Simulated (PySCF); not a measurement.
Stepwise substitution at one centre (Al F-H). Isolated molecules, 0 K electronic values unless said otherwise. Strings in code marks are SMILES.

The T1 excitation (TDA) from two functionals at the same geometries (B3LYP-D3(BJ)/def2-TZVP), both in PySCF: PBE-D3(BJ)/def2-TZVP and ωB97X-D3(BJ)/def2-TZVP. Excitations are Tamm–Dancoff values on a coarser integration grid. The basis has no diffuse functions, so Rydberg states are missing or too high.

```
species                                 ωB97X-D3(BJ)/def2-TZVP (eV)
--------------------------------------  ---------------------------
0 of 3 F replaced by H                                         8.54
1 of 3 F replaced by H (`[F][AlH][F]`)                         7.30
2 of 3 F replaced by H (`[AlH2][F]`)                           5.67
```

### Question
What does PBE-D3(BJ)/def2-TZVP give for each?

### Answer

- 0 of 3 F replaced by H: 7.08
- 1 of 3 F replaced by H (`[F][AlH][F]`): 6.48
- 2 of 3 F replaced by H (`[AlH2][F]`): 4.98
Over these rows, drawn at random from the members with no instability flagged (it was tested for open shells, ions and some series alone), PBE minus ωB97X-D3(BJ): mean -0.99 eV, from -1.46 eV to -0.69 eV.
